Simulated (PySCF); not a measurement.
## Worked example: Al–NH2⁺, doublet against Al–NH$_{2}$, singlet

Geometry (PBE0/def2-TZVP stationary point of a singlet), kept for both states (Al–NH2, singlet: A1; Al–NH2⁺, doublet: A1):

```tsv
atom	x (Å)	y (Å)	z (Å)
Al	0.0000	0.0000	0.6968
N	0.0000	0.0000	-1.0992
H	0.0000	0.8223	-1.6887
H	0.0000	-0.8223	-1.6887
```

Basis cc-pVDZ; PySCF 2.14.0. Only valence electrons are correlated (noble-gas cores frozen). R marks a restricted (for open shells ROHF) determinant.

Full CI isn't at hand for all of this; RCCSDT serves as the reference. It lacks quadruple excitations, which often exceed the step from CCSD(T) to CCSDT.

| level | E(Al–NH2, singlet) (hartree) | E(Al–NH2⁺, doublet) (hartree) |
| --- | --- | --- |
| RCCSD(T) | -297.797737 | -297.493683 |
| PBE | -298.182844 | -297.877196 |
| B3LYP | -298.412771 | -298.102355 |
| RCCSDT | -297.798289 | -297.494295 |

**Question.** Give the vertical gap, Al–NH2⁺ doublet less Al–NH2 singlet, at each level in eV (1 hartree = 27.2114 eV), and each error against RCCSDT.

**Answer.** RCCSDT: (-297.494295 − (-297.798289)) × 27.2114 = 8.272 eV (the reference)
B3LYP: (-298.102355 − (-298.412771)) × 27.2114 = 8.447 eV, error 0.175 eV
PBE: (-297.877196 − (-298.182844)) × 27.2114 = 8.317 eV, error 0.045 eV
RCCSD(T): (-297.493683 − (-297.797737)) × 27.2114 = 8.274 eV, error 0.002 eV

Total energies of functionals can't be set beside those of wave-function methods, since they hold the core's correlation and their own absolute errors; only the differences compare.

In so small a basis the reference is far from its limit while semilocal and hybrid functionals are nearer theirs, so the functionals' errors here hold much of the reference's basis and frozen-core error, which can add to them or hide them.

Each level lands on the state that its own search finds. T1 diagnostics of restricted CCSD: 0.017 and 0.026.
